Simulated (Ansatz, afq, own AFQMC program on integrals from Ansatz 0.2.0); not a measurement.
**B$_{2}$H, doublet in 6-31G, levels against full CI**

```xyz
3

B    -0.5447    0.0000    0.4831
B     0.5188    0.0000   -0.6067
H     0.2777    0.0000    1.3258
```

Connectivity, by distances: BH–B.

Basis 6-31G. Noble-gas cores (and the filled d shells of Ga–Kr and In–Xe) are frozen. AFQMC by an in-house program on the Cholesky factors that Ansatz 0.2.0 writes for its CCSD(T) run. The CISD trial takes its coefficients from CCSD amplitudes. Released means that phaseless walkers are propagated on without the constraint, phases kept. ± is one standard error of the sampling.

Determinant: ROHF, the one that the program's search chose, which needn't be the lowest solution. The geometry is a point of a scan.

Full CI on the same integrals is exact in this basis and with this determinant's frozen core.

Cautions: a spin-contaminated unrestricted determinant lies lower (UHF 1.81 eV lower, ⟨S²⟩ 1.69); the search met a lower determinant of the same kind, perhaps of another symmetry (231 meV lower), and this one is a saddle point; strong correlation (T1 0.082, weight of the determinant 0.75, largest double 0.32); (T) is large, 7 % of the CCSD correlation; the released energies are still falling, so no released level is given (meV from the phaseless value at times in 1/Eh: -12 ± 4 at 0.24, -21 ± 6 at 0.51, -37 ± 5 at 0.99, -53 ± 3 at 1.62, -56 ± 9 at 2.40); the next higher spin lies close (full CI puts it 8 meV above).

The T1 diagnostic is 0.0817 and the weight of the determinant in the CISD state is 0.754. The size of the correlated space is 7 electrons in 18 orbitals.

```json
{"level": "MP2", "correlation energy (eV)": "-3.0641"}
{"level": "CCSD", "correlation energy (eV)": "-4.1594"}
{"level": "CCSD(T)", "correlation energy (eV)": "-4.4663"}
```

**Question.** Estimate where phaseless AFQMC with the Hartree–Fock trial lies against CCSD(T) on the same integrals.

**Answer.** 51.3 ± 2.0 kJ/mol above CCSD(T).

Reference: full CI, correlation energy -4.491 eV. The cautions show a poor starting determinant, so the rows tell how each method copes with it here, and full CI is the sure value.

```tsv
level	E − E(reference) (kJ/mol)	share of correlation (%)
CCSD(T)	2.4	99.45
CCSDT	2.7	99.38
CCSDT(Q)	0.4	99.91
CCSDTQ	0.2	99.95
ph-AFQMC/HF	53.7 ± 2.0	87.60
ph-AFQMC/CISD	9.4 ± 0.4	97.84
```

CCSDT and higher add their correlation energy to the determinant of the CCSD(T) run, since their own runs factorise the integrals more tightly (a shift of under 2 meV). A walk keeps the symmetry of its determinant, which the program's search chose and which needn't be the lowest solution, so a lower state of the same spin and another symmetry isn't excluded.
